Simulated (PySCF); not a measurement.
Ligands exchanged one at a time, Al F-SiH3. Gas-phase values, no solvent. Strings in code marks are SMILES.

All values below come from PBE0-D4/def2-TZVP in PySCF. All candidates: neutral, multiplicity 1. Delta-SCF ions had no search for a lower state. 

| Property | Value |
|---|---|
| vertical ionisation energy (Delta-SCF) | 10.90 eV |
| LUMO | -1.47 eV |
| dipole moment | 1.82 D |

**Question.** Name which member has these values.
A. `[SiH3][Al]([SiH3])[SiH3]`
B. `[F][Al]([F])[F]`
C. `[F][Al]([SiH3])[SiH3]`
D. `[F][Al]([F])[SiH3]`

**Answer.** D, `[F][Al]([F])[SiH3]`. The others give `[F][Al]([SiH3])[SiH3]`: 9.16 eV, -2.11 eV, 1.16 D; `[F][Al]([F])[F]`: 14.38 eV, -1.49 eV, 0.00 D; `[SiH3][Al]([SiH3])[SiH3]`: 8.98 eV, -2.64 eV, 0.21 D
